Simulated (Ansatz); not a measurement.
`N[Si]F` + HCl → `F[Si]Cl` + NH₃ at 298.15 K and 1 bar (ligand exchange at the Si–N bond).

Calculated with Ansatz (gas phase, PBE0-D4/def2-TZVP geometries, no zero-point term in ΔE). CCSD(T)/CBS is frozen-core, at the limit of the def2 triple- and quadruple-zeta sets. One conformer a species, not always the lowest.

| species | CCSD(T)/CBS energy (Eh) | H − E (kJ/mol) | S (J/(mol·K)) |
| --- | --- | --- | --- |
| `N[Si]F` | -444.83821 | 88.0 | 270.2 |
| HCl | -460.38167 | 26.6 | 186.8 |
| `F[Si]Cl` | -848.72277 | 21.7 | 275.4 |
| NH₃ | -56.50568 | 100.5 | 192.4 |

H − E and S are ideal-gas, rigid-rotor, harmonic terms from PBE0-D4/def2-TZVP, for one conformer and one mirror image of each species. 1 Eh = 2625.50 kJ/mol, R = 8.31446 J/(mol·K).

Task: By hand: ΔE, ΔH, ΔS and ΔG.

Result: ΔE = (-848.72277) + (-56.50568) − (-444.83821) − (-460.38167) = -0.00857 Eh = -22.5 kJ/mol. Δ(H − E) = 21.7 + 100.5 − 88.0 − 26.6 = 7.6, so ΔH = -14.9 kJ/mol. ΔS = 275.4 + 192.4 − 270.2 − 186.8 = 10.8 J/(mol·K). ΔG = -14.9 − 298.15 × (10.8)/1000 = -18.1 kJ/mol.

Task: By hand: the equilibrium constant, and the temperature at which ΔG would vanish if ΔH and ΔS stayed fixed.

Result: log₁₀ K = −ΔG/(RT ln 10) = 3.2. ΔH and −TΔS have one sign here, so there is no such temperature.

The number of gas molecules stays the same, so ΔS is small and ΔH decides. A doubt of 5 kJ/mol in ΔE shifts log₁₀ K by 0.9 here. Other conformers and mirror images would add mixing entropy, several J/(mol·K) or more a flexible species. These are equilibria of isolated gas molecules and say nothing of rates. Largest T1 diagnostic: 0.014 (customary marks: 0.02 for closed shells, 0.045 for open ones).

ΔS is within the doubt of such terms, so its sign, and with it that verdict, could turn.
